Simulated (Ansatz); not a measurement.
# AlH (singlet): wave-function methods side by side, aug-cc-pVDZ

An exercise on one series of results from a longer session: the logs are not shown, and one member is left open.

The runs use Ansatz 0.2.0, Gaussian basis; aug-cc-pVDZ, core rule «outside noble gas», up to 5 orbitals frozen.

To be run: UHF; CCSD(T) on RHF; CCSD(T) on UHF; BCCD(T) on RHF; CISD; CCSDT(Q) on RHF; CCSDT(Q) on UHF; CASSCF and MRCISD+Q, 4 electrons in 5 orbitals; CASSCF and NEVPT4(SD), 4 electrons in 5 orbitals; CASSCF and NEVPT2, 4 electrons in 5 orbitals; Full CI.

16 further runs of the same task are left out: 3 for a known fault of the program, 4 that didn't finish, 9 set aside as unsound or not needed.

### The geometry

The geometry is a PBE0/def2-TZVPD stationary point (not a proven minimum) of the parent state, kept for this charge and spin.

2 atoms, charge 0, spin multiplicity 1.

Atoms are counted from 1 here; the program's logs count them from 0.

Bond lengths: Al1–H2 1.706 Å.

The first run:

Contents of in.yaml:

```yaml
crystal:
  periodic: [false, false, false]
  atoms:
    - {symbol: Al, position_ang: [0.000000, 0.000000, 0.000000]}
    - {symbol: H, position_ang: [0.000000, 0.000000, 1.706067]}
basis:
  gaussian: {orbitals: aug-cc-pVDZ}
magnetization: {spin_polarized: true, initial_magnetization: 0}
hamiltonian: {xc: hf}
output: {orbitals: {seedname: orbitals}}
```

The run is started by

```
> ansatz run in.yaml --threads 1 --pin off --events-out ev --progress --plain --max-ram 2393MiB
```

Among the steps run: UHF; CCSD(T) on RHF; CCSD(T) on UHF; BCCD(T) on RHF; CISD; CCSDT(Q) on RHF; CCSDT(Q) on UHF; CASSCF and MRCISD+Q, 4 electrons in 5 orbitals; CASSCF and NEVPT4(SD), 4 electrons in 5 orbitals; CASSCF and NEVPT2, 4 electrons in 5 orbitals; Full CI.

One of the session's tables, all rows but one given; the rest of the session is left out.

```
            method  from FCI (meV)
               RHF         +2128.2
               UHF         +2119.4
              RMP2          +654.2
              CISD          +108.4
             RCCSD           +43.7
          RCCSD(T)           +12.2
           BCCD(T)           +12.3
            RCCSDT            +1.3
         RCCSDT(Q)            +0.3
    CASSCF valence          +900.3
    NEVPT2 valence          +358.4
NEVPT4(SD) valence           +83.5
    MRCISD valence           +32.8
  MRCISD+Q valence               ?
               FCI               0
```

**Question.** Estimate the row for MRCISD+Q valence.

**Answer.** from FCI (meV): +9.4. In the column «from FCI (meV)» it lies between RCCSDT (+1.3) and RCCSD(T) (+12.2).

Not comparable, so not listed: CCSD(T) on UHF; CCSDT(Q) on UHF (they don't share determinant, frozen orbitals or solution with the rows shown, or repeat one).
